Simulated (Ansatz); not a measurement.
**Dissociation curves of SiH3Cl (chlorosilane)**

SiH3Cl: 5 atoms, total charge 0, spin state singlet. As SMILES, `[SiH3]Cl`. The shape is that of a PBE0-D4/def2-TZVP optimisation.

```xyz
5

Si   -0.1120    0.0186   -0.0309
Cl    1.8383   -0.5135    0.3299
H    -0.9509   -0.4883    1.0791
H    -0.5347   -0.5857   -1.3149
H    -0.1908    1.4954   -0.1047
```

The Si1–H4 distance is scanned; the parts on either side stay rigid. Basis STO-3G, 10 core orbitals frozen in the correlated methods; program Ansatz 0.2.0. FCI is exact within this basis and core. Energies in eV from each method's value at 1.481 Å; methods without a U are spin-restricted. The shape above is that at 1.481 Å.

| distance (Å) | SVWN5 | B3LYP | RPA@PBE | MP2 | CCSDT(Q) | FCI |
| --- | --- | --- | --- | --- | --- | --- |
| 1.481 | 0.00 | 0.00 | 0.00 | 0.00 | 0.00 | 0.00 |
| 1.851 | 1.20 | 1.27 | 1.20 | 1.43 | 1.23 | 1.23 |
| 2.221 | 3.02 | 3.15 | 3.00 | 3.48 | 2.92 | 2.92 |
| 2.961 | 5.75 | 6.01 | 5.39 | 6.14 | 4.60 | 4.60 |
| 3.702 | 6.95 | 7.34 | 5.93 | 6.26 | 4.85 | 4.85 |

Departure from the FCI curve at its largest: SVWN5 +2.10 eV at 3.70 Å; B3LYP +2.49 eV at 3.70 Å; RPA@PBE +1.08 eV at 3.70 Å; MP2 +1.54 eV at 2.96 Å; CCSDT(Q) within 0.005 eV. Restricted functionals keep the electrons paired too, and rise too high.
